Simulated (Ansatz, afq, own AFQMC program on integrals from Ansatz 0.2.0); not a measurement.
Where AFQMC and coupled cluster stand for H3O⁻, triplet

```xyz
4

O     0.0693    0.0177   -0.0397
H    -0.2619    0.9544   -0.0397
H    -0.5646   -0.8068    1.5932
H    -0.2738   -0.4285   -0.9234
```

Basis 6-31++G**. Noble-gas cores (and the filled d shells of Ga–Kr and In–Xe) are frozen. Ansatz 0.2.0 and our own AFQMC program on the same integrals; the CISD trial comes from CCSD amplitudes, and released means the phaseless constraint is let go. Error bars are statistical, one sigma.

Determinant: UHF, the one that the program's search chose, which needn't be the lowest solution. The geometry is a point of a scan.

No full CI on the walks' own integrals is used here; CCSDT(Q) serves as the reference and is uncertain by about the last step of the cluster series.

Cautions: lower spins were not checked.

- T1 diagnostic: 0.0196
- weight of the determinant in the CISD state: 0.925
- ⟨S²⟩ of the determinant: 2.003
- size of the correlated space: 10 electrons in 36 orbitals

Reference: CCSDT(Q), correlation energy -6.266 eV. The released energy is read at 2.40 1/Eh (meV from the phaseless value at times in 1/Eh: -4 ± 14 at 0.24, 0 ± 13 at 0.51, 3 ± 14 at 0.99, -6 ± 15 at 1.62, 1 ± 20 at 2.40).

```csv
level,E − E(reference) (kJ/mol),share of correlation (%)
HF,604.6,0.00
MP2,36.3,94.00
CCSD,15.5,97.44
CCSD(T),2.8,99.54
CCSDT,1.8,99.71
ph-AFQMC/HF,-7.5 ± 5.4,101.24
ph-AFQMC/CISD,0.1 ± 1.3,99.99
released AFQMC,0.2 ± 2.0,99.97
```

Released energies are given only where the last usable release times agree within the noise; a slower fall can still hide under it.
